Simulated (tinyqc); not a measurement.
Inside a calculation (part 2 of 2). Method: RKS/LDA (PW92) in the sto-3g basis, for H2O, spin multiplicity 1. Computed by tinyqc, a small Python program that keeps every step (integrals from PySCF). Command: `OMP_NUM_THREADS=1 python tinyqc.py 26470 26471 out.jsonl` (the two numbers bound the seeds that draw the settings). One thread of a shared host (Intel(R) Xeon(R) Processor @ 2.60GHz), about 0.7 s of CPU time with the checks.

Geometry (angstrom):
```
atom         x          y         z
O     0.000000   0.000000  0.000000
H     0.000000   0.882000  0.748000
H     0.000000  -0.882000  0.748000
```

## Iteration 2: diagonalisation and new density

Kohn-Sham matrix F (hartree), order 1O 1s, 1O 2s, 1O 2px, 1O 2py, 1O 2pz, 2H 1s, 3H 1s:
```
[[-17.290866, -4.540326, 0.000991, -0.000893, -0.016031, -0.652577, -0.652520],
 [-4.540326, -1.385839, 0.004101, -0.004787, -0.163489, -0.430181, -0.428487],
 [0.000991, 0.004101, 0.458476, -0.000085, 0.000984, 0.000947, 0.000967],
 [-0.000893, -0.004787, -0.000085, 0.365520, 0.000679, -0.139724, 0.136577],
 [-0.016031, -0.163489, 0.000984, 0.000679, 0.390543, -0.159679, -0.158928],
 [-0.652577, -0.430181, 0.000947, -0.139724, -0.159679, -0.277001, -0.154561],
 [-0.652520, -0.428487, 0.000967, 0.136577, -0.158928, -0.154561, -0.272391]]
```

X, order 1O 1s, 1O 2s, 1O 2px, 1O 2py, 1O 2pz, 2H 1s, 3H 1s:
```
[[1.023408, -0.134635, 0.000000, 0.000000, -0.006768, 0.017645, 0.017645],
 [-0.134635, 1.132339, 0.000000, 0.000000, 0.062823, -0.197792, -0.197792],
 [0.000000, 0.000000, 1.000000, 0.000000, 0.000000, 0.000000, 0.000000],
 [0.000000, 0.000000, 0.000000, 1.058069, 0.000000, -0.154309, 0.154309],
 [-0.006768, 0.062823, 0.000000, 0.000000, 1.035744, -0.112974, -0.112974],
 [0.017645, -0.197792, 0.000000, -0.154309, -0.112974, 1.107793, -0.060325],
 [0.017645, -0.197792, 0.000000, 0.154309, -0.112974, -0.060325, 1.107793]]
```

Diagonalise F' = X^T F X, C = X C', fill 5 alpha and 5 beta electrons from the bottom; D = 2 C_occ C_occ^T. Each column has its largest component positive (the first on a tie).

F' = X^T F X (hartree):
```
[[-16.927053, -2.519215, 0.000489, -0.000363, -0.028751, -0.062298, -0.062509],
 [-2.519215, -0.437966, 0.004194, -0.004742, -0.058610, -0.215055, -0.215264],
 [0.000489, 0.004194, 0.458476, -0.000087, 0.001054, 0.000099, 0.000096],
 [-0.000363, -0.004742, -0.000087, 0.493706, 0.000865, -0.215882, 0.214817],
 [-0.028751, -0.058610, 0.001054, 0.000865, 0.469307, -0.169818, -0.169158],
 [-0.062298, -0.215055, 0.000099, -0.215882, -0.169818, -0.099714, -0.050718],
 [-0.062509, -0.215264, 0.000096, 0.214817, -0.169158, -0.050718, -0.095542]]
```

orbital energies (hartree): [-17.304458, -0.447853, -0.183781, 0.153196, 0.458495, 0.554972, 0.630642]

coefficients C, order 1O 1s, 1O 2s, 1O 2px, 1O 2py, 1O 2pz, 2H 1s, 3H 1s:
```
[[0.992396, -0.160113, -0.001556, -0.232834, -0.002123, -0.038087, 0.001858],
 [0.032253, 0.486917, 0.004688, 1.039615, 0.007971, 0.251869, -0.007548],
 [-0.000062, -0.003086, -0.000098, -0.009423, 0.999863, 0.013208, -0.000581],
 [0.000065, 0.004632, -0.234721, 0.008172, 0.000771, -0.006748, 1.054469],
 [0.003630, 0.158879, 0.002545, -0.148308, -0.014469, 1.027015, 0.007601],
 [-0.006326, 0.425959, -0.685634, -0.531762, 0.000961, -0.378783, -0.478569],
 [-0.006294, 0.413399, 0.694523, -0.523368, 0.001791, -0.386132, 0.480142]]
```

D after iteration 2, order 1O 1s, 1O 2s, 1O 2px, 1O 2py, 1O 2pz, 2H 1s, 3H 1s:
```
[[2.129408, -0.576073, 0.001008, -0.004433, 0.025443, 0.100796, 0.096673],
 [-0.576073, 2.638027, -0.006662, 0.019319, -0.153618, -0.697663, -0.679487],
 [0.001008, -0.006662, 1.999650, 0.001404, -0.027121, 0.009450, 0.010759],
 [-0.004433, 0.019319, 0.001404, 0.110365, -0.002169, 0.317120, -0.330761],
 [0.025443, -0.153618, -0.027121, -0.002169, 0.094934, 0.289518, 0.290038],
 [0.100796, -0.697663, 0.009450, 0.317120, 0.289518, 1.868693, -0.043496],
 [0.096673, -0.679487, 0.010759, -0.330761, 0.290038, -0.043496, 1.854435]]
```

## Convergence

Stop when the energy changes by less than 1e-08 hartree and every element of the error matrix X^T (F D S - S D F) X is below 3e-05.

Course of the cycle:
```
iteration   E (hartree)     change  largest element of the error matrix
1          -50.87220711          -                             1.94e+01
2          -74.03880256  -2.32e+01                             5.77e-01
3          -73.69528195   3.44e-01                             6.79e-01
4          -73.79257612  -9.73e-02                             5.97e-01
5          -73.59892192   1.94e-01                             6.84e-01
6          -73.76406693  -1.65e-01                             5.97e-01
7          -73.59143628   1.73e-01                             6.85e-01
8          -73.76200576  -1.71e-01                             5.97e-01
9          -73.59092050   1.71e-01                             6.85e-01
10         -73.76186449  -1.71e-01                             5.97e-01
11         -73.59088527   1.71e-01                             6.85e-01
12         -73.76185485  -1.71e-01                             5.97e-01
13         -73.59088287   1.71e-01                             6.85e-01
14         -73.76185419  -1.71e-01                             5.97e-01
...                 ...        ...                                  ...
52         -73.76185414  -1.71e-01                             5.97e-01
53         -73.59088269   1.71e-01                             6.85e-01
54         -73.76185414  -1.71e-01                             5.97e-01
55         -73.59088269   1.71e-01                             6.85e-01
56         -73.76185414  -1.71e-01                             5.97e-01
57         -73.59088269   1.71e-01                             6.85e-01
58         -73.76185414  -1.71e-01                             5.97e-01
59         -73.59088269   1.71e-01                             6.85e-01
60         -73.76185414  -1.71e-01                             5.97e-01
61         -73.59088269   1.71e-01                             6.85e-01
62         -73.76185414  -1.71e-01                             5.97e-01
63         -73.59088269   1.71e-01                             6.85e-01
64         -73.76185414  -1.71e-01                             5.97e-01
65         -73.59088269   1.71e-01                             6.85e-01
```

PySCF RKS in the same basis, fine grid = -74.71894032 hartree

Not converged within the cap of 65 iterations: the residual has stopped falling: the iteration swings between two states. Reruns (cap 100 unless said): DIIS 8: converged in 11; damping 0.5: converged in 33; level shift 0.5: converged in 17; atomic densities as start, DIIS 8: converged in 7; the original settings with a cap of 400: not converged.
